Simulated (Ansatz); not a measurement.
One stationary structure of MgO. Space group Fm-3m (No. 225), rock salt type. Method: PBE (plane waves to 420 eV, PAW, scalar-relativistic; Ansatz, an electronic-structure program).

```xyz
2
Lattice="0.0000 2.1272 2.1272 2.1272 0.0000 2.1272 2.1272 2.1272 0.0000" Properties=species:S:1:pos:R:3 pbc="T T T"
O      0.0000     0.0000     0.0000
Mg     2.1272     2.1272     2.1272
```

Q: What band gap does PBE give?

A: 4.46 eV, direct at Γ (no spin-orbit coupling).

No spin polarisation in the result.

Measured for MgO: a 4.189 Å (static lattice; corrected from measurement; as listed in Daniel Mejia-Rodriguez, S. B. Trickey, Phys. Rev. B (2018)); gap 8.36 eV (static lattice; corrected from measurement; as listed in Wei Chen et al., Physical Review Materials (2018)). Computed minus measured — a: PBE +1.6 %; gap: PBE -3.90 eV. The computed values are for a static lattice, and a measured gap can be an optical one, lowered by exciton binding.

The run could not lose the symmetry of its start; a randomly shaken copy of 2 atoms returns to this structure.

All atoms sit on sites fixed by symmetry, so only the cell could relax.
